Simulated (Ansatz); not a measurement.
Basis-set extrapolation for `FCCCF` (PBE0-D4/def2-TZVP geometry, frozen core, the Gaussian-basis code of Ansatz). Multiplicity 1, RHF reference.

|  | def2-TZVPP | def2-QZVPP |
| --- | --- | --- |
| HF | -316.101249 | -316.115477 |
| MP2 correlation | -1.013023 | -1.094979 |
| CCSD(T) correlation | -1.081993 | not run |

Energies in hartree. Use E(X) = E(∞) + A·exp(−7.88·√X) for Hartree–Fock and E(X) = E(∞) + B·X^(−2.97) for correlation, with X = 3 and 4, and add CCSD(T) minus MP2 of the smaller set to the MP2 limit.

Task: What is the CCSD(T) energy at the basis-set limit?

Result: HF limit: -316.115477 + (-0.014228) × 0.13774 = -316.11744. MP2 limit: -1.094979 + (-0.081956) × 0.74074 = -1.15569. Higher-order term: -1.081993 − (-1.013023) = -0.06897. Total: -317.34210 hartree, 4.32 eV below CCSD(T)/def2-TZVPP.
